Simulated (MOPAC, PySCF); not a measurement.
BF3, SMILES `FB(F)F`, neutral singlet in the gas phase. 

Z-matrix (Å, degrees):
```
B
F 1 1.3157
F 1 1.3157 2 120.00
F 1 1.3158 2 120.00 3 180.00
```
Charge 0, multiplicity 1.

All levels are single points at this geometry (B3LYP-D3(BJ)/def2-TZVP); Pople sets use spherical d functions. Orbital energies aren't observables, and empty levels follow the basis.

```csv
level,HOMO (eV),LUMO (eV),gap (eV),dipole (D),"vertical IE, Delta-SCF (eV)"
B3LYP-D3(BJ)/def2-TZVP in PySCF,-11.90,0.03,11.93,0.00,15.21
PBE-D3(BJ)/def2-TZVP in PySCF,-10.00,-0.39,9.61,0.00,14.42
B3LYP/3-21G in PySCF,-11.02,0.87,11.88,0.00,–
B3LYP/6-31G* in PySCF,-11.25,1.02,12.27,0.00,14.79
BP86/6-31G* in PySCF,-9.46,0.18,9.64,0.00,–
M06-2X/6-31G* in PySCF,-13.87,2.38,16.25,0.00,–
PBE/6-31G* in PySCF,-9.32,0.22,9.54,0.00,13.98
SVWN5/6-31G* in PySCF,-9.54,-0.14,9.40,0.00,14.28
HF/3-21G in PySCF,-17.62,5.04,22.66,0.00,–
HF/6-31G* in PySCF,-17.70,5.47,23.17,0.00,16.34
HF/STO-3G in PySCF,-13.01,9.21,22.22,0.00,–
AM1 in MOPAC,-14.93,1.70,16.63,0.00,–
PM7 in MOPAC,-14.86,-0.76,14.10,0.00,–
```
